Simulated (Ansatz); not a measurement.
Process, species as SMILES: C=[SiH2] (CH2-SiH2) + 2 [H][H] (H2) → C (CH4) + [SiH4] (SiH4)
B3LYP-D3(BJ)/def2-TZVP geometries, fixed; electronic energies without zero-point terms.

Energies in hartree at PBE with Ansatz (a quantum-chemistry and plane-wave program); the energy of full hydrogenation is their sum with the coefficients shown, times 627.509 kcal/mol a hartree. All functions are spherical. The program fits the integrals of some runs and decomposes those of others, by size. No added dispersion term, no relativity.

| species | coefficient | part | cc-pV(D+d)Z | cc-pV(T+d)Z | cc-pV(Q+d)Z |
|---|---|---|---|---|---|
| C=[SiH2] (CH2-SiH2) | -1 | PBE | -329.72703 | -329.75529 | -329.76257 |
| [H][H] (H2) | -2 | PBE | -1.16000 | -1.16612 | -1.16657 |
| C (CH4) | +1 | PBE | -40.44301 | -40.46329 | -40.46664 |
| [SiH4] (SiH4) | +1 | PBE | -291.70941 | -291.72532 | -291.72969 |

Question: Predict the energy of full hydrogenation in cc-pV(5+d)Z (X = 5): let each PBE step shrink by the ratio of the last two. Compare with the run.

Answer: 
- C=[SiH2] (CH2-SiH2): steps -0.02826 and -0.00728, ratio 0.258, so PBE -329.76445 (run: -329.76658).
- [H][H] (H2): steps -0.00612 and -0.00045, ratio 0.074, so PBE -1.16660 (run: -1.16670).
- C (CH4): steps -0.02028 and -0.00335, ratio 0.165, so PBE -40.46719 (run: -40.46786).
- [SiH4] (SiH4): steps -0.01591 and -0.00437, ratio 0.275, so PBE -291.73089 (run: -291.73254).
Predicted -63.02 kcal/mol; the run in cc-pV(5+d)Z gives -63.01, a miss of -0.01. Keeping the value in cc-pV(Q+d)Z, -63.14, would miss by -0.13. All sums are of the energies as printed.
